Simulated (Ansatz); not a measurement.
Basis-set extrapolation for MgS, SMILES `[Mg]=[S]` (PBE0-D4/def2-TZVP geometry, frozen core, Ansatz 0.2.0). Multiplicity 1, RHF reference. For Mg the program correlates outer-core shells too, which these sets cover unevenly, so the extrapolated numbers aren't a true limit.

|  | def2-TZVPP | def2-QZVPP |
| --- | --- | --- |
| HF | -597.120055 | -597.140352 |
| MP2 correlation | -0.371784 | -0.426577 |
| CCSD(T) correlation | -0.405799 | -0.462383 |

Energies in hartree. Use E(X) = E(∞) + A·exp(−7.88·√X) for Hartree–Fock and E(X) = E(∞) + B·X^(−2.97) for correlation, with X = 3 and 4.

Task: What is the CCSD(T) energy at the basis-set limit?

Result: HF limit: -597.140352 + (-0.020297) × 0.13774 = -597.14315. Correlation limit: -0.462383 + (-0.056584) × 0.74074 = -0.50430. Total: -597.64745 hartree, 319.3 kJ/mol below CCSD(T)/def2-TZVPP.
